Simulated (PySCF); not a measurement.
# C2H2ClN (Chloroacetonitrile): the cost of one run

Programs: PySCF 2.14.0, with density-fitted response routines of our own. Each step states its level of theory. These are calculated values for one molecule, in the gas phase or a continuum, unless marked as measured. Atoms count from 0, in the outputs and in this text.

## Step 1: The molecule as given

6 atoms, charge 0, multiplicity 1; geometry from: GFN2-xTB. The atoms were then displaced at random by about 0.01 Å, so the start is not that level's minimum.

Bonds of the start (Å): N0–C1 1.16, C1–C2 1.45, C2–Cl3 1.78, C2–H4 1.09, C2–H5 1.08.

## Step 2: Geometry optimisation at PBE0-D3(BJ)/def2-TZVP

The job: settings as JSON, then the geometry in Å.

```
{"job": {"xc": "PBE0", "basis": "def2-TZVP", "d3": "d3bj", "grid": 2, "shake": 0.01, "kind": "geom"}, "charge": 0, "multiplicity": 1}
N      2.145670     0.219630    -0.039320
C      0.995700     0.038750    -0.024080
C     -0.436670    -0.195800    -0.004790
Cl    -1.248490     1.387600     0.021630
H     -0.699070    -0.748890     0.894290
H     -0.732980    -0.731320    -0.892390
```

On the command line:

```
$ OMP_NUM_THREADS=1 python probes_run.py task.json out
```

The driver reads the jobs from task.json and runs them one after another.

Q: Estimate the wall time and peak memory of this first job on 1 thread of Arm Neoverse V1, shared host.

About 30 s, with a peak of 0.53 GiB.
